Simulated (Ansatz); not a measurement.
Two shapes of singlet C₂H₃N.

Shape 1:

```xyz
6

C    -0.0054   -0.0155   -1.2220
C     0.0196    0.0424    0.2962
N     0.0197   -0.0454    1.4422
H    -0.0057   -1.0570   -1.5982
H    -0.8824    0.4746   -1.5293
H     0.8824    0.4850   -1.5936
```

Shape 2:

```xyz
6

C     0.0000    0.0000   -1.0808
C     0.0000    0.0000    0.2560
N     0.0000    0.0000    1.3203
H     0.0000   -0.9489   -1.4312
H    -0.8218    0.4744   -1.4312
H     0.8218    0.4744   -1.4312
```

Basis set: cc-pVTZ (spherical functions). Correlated methods keep 3 orbitals frozen. Charge 0, multiplicity 1.

Computed with Ansatz (development build ahead of 0.2.0); each method stands on the lowest determinant of its kind that the runs found.

Task: Which shape is lower in energy, and by how much in each method?

Result:

| method | E(2) − E(1) (eV) |
| --- | --- |
| RHF | 0.848 |
| RHF-MP2 | 1.258 |

Shape 1 is lower. Caution: no unrestricted run beside it, a lower state can exist.
